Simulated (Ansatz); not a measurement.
Two isomers of C8H18: A = `CC(C)CC(C)(C)C`, B = `CCC(C)CC(C)C`.

Isolated molecules relaxed with PBE0-D4/def2-TZVP in Ansatz; ΔE leaves out vibrations. CBS: MP2 limit from def2 TZ/QZ plus the TZ coupled-cluster correction, frozen cores. Functionals use def2-TZVPP. B3LYP here is the variant with VWN-RPA as its local correlation; programs differ in this. Each species was taken in one conformer, which may not be the lowest.

A:

Z-matrix (Å, degrees):
```
C
C 1 1.523
H 1 1.090 2 112.5
H 1 1.093 2 110.4 3 119.8
H 1 1.095 2 111.0 3 -121.0
C 2 1.530 1 114.8 3 68.4
C 2 1.524 1 109.7 3 -168.8
H 2 1.097 1 107.9 3 -52.1
C 6 1.541 2 120.3 1 -63.1
H 6 1.097 2 106.4 1 175.3
H 6 1.099 2 108.5 1 62.2
H 7 1.095 2 110.7 1 -62.5
H 7 1.093 2 111.5 1 177.7
H 7 1.093 2 111.2 1 57.1
C 9 1.529 6 112.2 2 80.7
C 9 1.526 6 111.2 2 -42.7
C 9 1.529 6 107.2 2 -161.4
H 15 1.094 9 110.7 6 56.0
H 15 1.090 9 112.7 6 -64.8
H 15 1.094 9 110.2 6 175.0
H 16 1.094 9 110.4 6 -174.0
H 16 1.093 9 111.9 6 66.2
H 16 1.094 9 111.2 6 -54.5
H 17 1.094 9 111.0 6 -177.1
H 17 1.094 9 110.9 6 -57.3
H 17 1.094 9 111.1 6 62.7
```

B:

```xyz
26

C     1.077   -0.097    2.841
C     0.098   -0.195    1.682
C     0.414    0.723    0.504
C     0.418    2.190    0.913
C    -0.563    0.522   -0.652
C    -0.662   -0.879   -1.251
C    -1.681   -0.886   -2.382
C     0.684   -1.392   -1.740
H     0.850   -0.839    3.610
H     1.051    0.885    3.318
H     2.102   -0.274    2.504
H     0.078   -1.232    1.331
H    -0.918    0.023    2.036
H     1.423    0.475    0.150
H     0.620    2.833    0.052
H     1.175    2.406    1.669
H    -0.556    2.481    1.321
H    -1.563    0.830   -0.317
H    -0.292    1.217   -1.458
H    -1.026   -1.564   -0.476
H    -1.807   -1.889   -2.798
H    -1.362   -0.227   -3.195
H    -2.659   -0.539   -2.038
H     1.407   -1.492   -0.927
H     0.581   -2.373   -2.211
H     1.111   -0.710   -2.483
```

(1) Which is lower in electronic energy at CCSD(T)/CBS, and by how much? (Best estimate.)

(2) Give E(B) − E(A) in kJ/mol with CCSD(T)/def2-TZVPP, B3LYP-D4, BLYP-D4, PBE0-D4, LDA (SPW92), MP2/def2-TZVPP, CCSD(T)/def2-SVP. (Best estimate.)

Largest T1 diagnostic: 0.009.

Results:

(1) Ansatz gave: B, by 0.4 kJ/mol. So small a gap doesn't settle the order.

(2) Computed: CCSD(T)/def2-TZVPP 0.7, B3LYP-D4 -3.5, BLYP-D4 -2.4, PBE0-D4 -3.8, LDA (SPW92) -0.1, MP2/def2-TZVPP 3.1, CCSD(T)/def2-SVP -0.3. The order is the other way round with CCSD(T)/def2-TZVPP, MP2/def2-TZVPP.

Leaving LDA and LC-ωPBE aside and taking each functional with its dispersion term where it has one, the values, not all of them listed here, spread over 3.7 kJ/mol, from B2PLYP to revPBE-D4. LDA lies +7.2 kJ/mol from PBE without D4. In def2-TZVPP, CCSD(T) changes the Hartree–Fock value by +12.8 kJ/mol (the triples alone add +2.1 kJ/mol) and MP2 by +15.1 kJ/mol.
